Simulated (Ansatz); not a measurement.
System: CH₃F, net charge 1, doublet state. 
Geometry from a B3LYP-D3(BJ)/def2-TZVP (Ansatz, a program for electronic structure) optimisation:
```
C
F 1 1.2871
H 1 1.0874 2 116.86
H 1 1.1715 3 118.18 2 -135.44
H 1 1.1715 3 118.18 4 -89.12
```
Charge +1, spin multiplicity 2.

Basis-set convergence of Hartree-Fock and CCSD correlation energies (hartree) with Ansatz. Valence correlation only, unless marked. UHF or UKS for open shells. No spin-orbit coupling. Non-relativistic.

```tsv
basis	functions	E(HF)	E(corr, CCSD)
def2-SVPD	67	-138.49730	-0.34928
def2-TZVPPD	128	…	…
```

Q: Fill in the missing entries.

A: 
- def2-TZVPPD, E(HF): -138.66335
- def2-TZVPPD, E(corr, CCSD): -0.42556
